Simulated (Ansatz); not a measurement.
Molecule: C$_{3}$H$_{7}$O, charge 0, multiplicity 2. It need not be the lowest isomer of its formula. SMILES: CO[CH]C
Geometry from a B3LYP-D3(BJ)/def2-TZVP (Ansatz, a program for electronic structure) optimisation:
```xyz
11

O      0.0523    -0.6706     0.1071
C     -0.0603     0.6776    -0.0442
C      1.3727    -1.1799     0.0162
C     -1.4467     1.1966    -0.0072
H      0.7128     1.1611    -0.6368
H      1.3058    -2.2608     0.1190
H      1.8188    -0.9338    -0.9534
H      2.0015    -0.7731     0.8135
H     -2.0459     0.8526    -0.8637
H     -1.9639     0.8656     0.8972
H     -1.4418     2.2870    -0.0213
```
Charge 0, spin multiplicity 2.

Computed values are from Ansatz. Cores are frozen in the correlated levels unless marked. Open shells are spin-unrestricted. No spin-orbit coupling. No relativistic terms. CBS(X,Y): correlation extrapolated as X^-3; Hartree-Fock from the larger set. [CCSD(T)-MP2]/basis is that difference in the basis named.

Q: What is the total energy at RI-MP2/CBS(cc-pVTZ,cc-pVQZ)+[CCSD(T)-MP2]/cc-pVDZ?

A: -193.4595 Eh.

Q: What is the T1 diagnostic at CCSD/aug-cc-pVDZ?

A: 0.016.

Q: What is the dipole moment at wB97M-V/def2-TZVPD?

A: 1.08 D.

Q: What is the atomisation energy De at RI-MP2/CBS(cc-pVTZ,cc-pVQZ)+[CCSD(T)-MP2]/cc-pVDZ?

A: 4162.1 kJ/mol.
